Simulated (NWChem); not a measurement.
System meant: C₂H₃N, triplet; SMILES of the neutral closed-shell parent CC#N

NWChem input:

```
start job
memory heap 200 mb stack 900 mb global 1100 mb
geometry units angstroms noautoz
  C      0.086951    -1.078883     0.000000
  C     -0.471380     0.284055     0.000000
  N      0.249870     1.346856     0.000000
  H     -0.226208    -1.634385    -0.898128
  H      1.194399    -1.002611     0.000000
  H     -0.226208    -1.634385     0.898128
end
basis spherical
  C library def2-svp
  N library def2-svp
  H library def2-svp
end
dft
  odft
  mult 4
  xc pbe0
  iterations 150
  mulliken
end
task dft energy
```

End of the output:

```
 ==============================================================================
                                 internuclear angles
 ------------------------------------------------------------------------------
        center 1       |       center 2       |       center 3       |  degrees
 ------------------------------------------------------------------------------
    2 C                |   1 C                |   4 H                |   111.03
    2 C                |   1 C                |   5 H                |   108.34
    2 C                |   1 C                |   6 H                |   111.03
    4 H                |   1 C                |   5 H                |   108.56
    4 H                |   1 C                |   6 H                |   109.25
    5 H                |   1 C                |   6 H                |   108.56
    1 C                |   2 C                |   3 N                |   123.56
 ------------------------------------------------------------------------------
                            number of included internuclear angles:          7
 ==============================================================================

 Summary of "ao basis" -> "" (spherical)
 ------------------------------------------------------------------------------
       Tag                 Description            Shells   Functions and Types
 ---------------- ------------------------------  ------  ---------------------
 C                          def2-svp                 6       14   3s2p1d
 N                          def2-svp                 6       14   3s2p1d
 H                          def2-svp                 3        5   2s1p

                                 NWChem DFT Module
                                 -----------------

 Summary of "ao basis" -> "ao basis" (spherical)
 ------------------------------------------------------------------------------
       Tag                 Description            Shells   Functions and Types
 ---------------- ------------------------------  ------  ---------------------
 C                          def2-svp                 6       14   3s2p1d
 N                          def2-svp                 6       14   3s2p1d
 H                          def2-svp                 3        5   2s1p

      Symmetry analysis of basis
      --------------------------

        a'         39
        a"         18

  number of electrons :                   22
  multiplicity        :                    4
 ------------------------------------------------------------------------
  no. of electrons and multiplicity not compatible                  22
 ------------------------------------------------------------------------
 ------------------------------------------------------------------------
  current input line :
    23: task dft energy
 ------------------------------------------------------------------------
 ------------------------------------------------------------------------
 There is an error in the input file
 ------------------------------------------------------------------------
 For more information see the NWChem manual at https://nwchemgit.github.io

0: no. of electrons and multiplicity not compatible:Received an Error in Communication
```

**Question.** Find the fault in this run and fix the input.

**Answer.** The program refused the input. Cause: the multiplicity doesn't fit the number of electrons (an even count wants an odd multiplicity, and the reverse). This input runs:
```
start job
memory heap 200 mb stack 900 mb global 1100 mb
geometry units angstroms noautoz
  C      0.086951    -1.078883     0.000000
  C     -0.471380     0.284055     0.000000
  N      0.249870     1.346856     0.000000
  H     -0.226208    -1.634385    -0.898128
  H      1.194399    -1.002611     0.000000
  H     -0.226208    -1.634385     0.898128
end
basis spherical
  * library def2-svp
end
dft
  odft
  mult 3
  xc pbe0
  iterations 150
  mulliken
end
task dft energy
```
It converges to -132.32719 Ha (PBE0/def2-SVP, spin-unrestricted).
